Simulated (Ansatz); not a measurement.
Ansatz (a program for electronic structure) input (PBE0/STO-3G):

Ansatz 0.2 input:
```yaml
crystal:
  periodic: [false, false, false]
  atoms:
    - {symbol: C, position_ang: [-0.00903452, -0.16590223, -1.17724503]}
    - {symbol: C, position_ang: [0.00142313, 0.02613312, 0.18544107]}
    - {symbol: N, position_ang: [0.01028281, 0.18882474, 1.33990349]}
    - {symbol: H, position_ang: [0.92041918, -0.21588433, -1.72503587]}
    - {symbol: H, position_ang: [-0.94673049, -0.26727414, -1.70346476]}
basis:
  gaussian:
    orbitals: STO-3G
hamiltonian:
  xc: {name: PBE0}
magnetization: {spin_polarized: true, initial_magnetization: 1}
```

End of the output:

```
integrals: 0.01 GiB planned
231 factors; integrals over basis functions are off by at most 4.5e-5 eV
mean field: 0.07 GiB planned
mean field evaluation 1: about -3542.2476 eV, gradient 2.0e1 eV
mean field evaluation 2: about -3534.2964 eV, gradient 4.3e1 eV
mean field evaluation 4: about -3544.5448 eV, gradient 5.8e-1 eV
mean field evaluation 8: about -3544.4939 eV, gradient 4.5e-2 eV
mean field evaluation 16: about -3544.4940 eV, gradient 2.3e-5 eV
mean field -3544.49402629 eV, -130.2577529219 hartree, gradient 2.3e-5 eV, S^2 0.776416; 0 other end points of the search recorded, 0 dependent functions left out
reference -3544.49403677 eV, -130.2577533069 hartree; 11, 10 occupied and 6, 7 virtual orbitals, 231 factors
Total energy: -3544.49403677 eV, -130.2577533069 hartree
```

It need not be the lowest isomer of its formula.
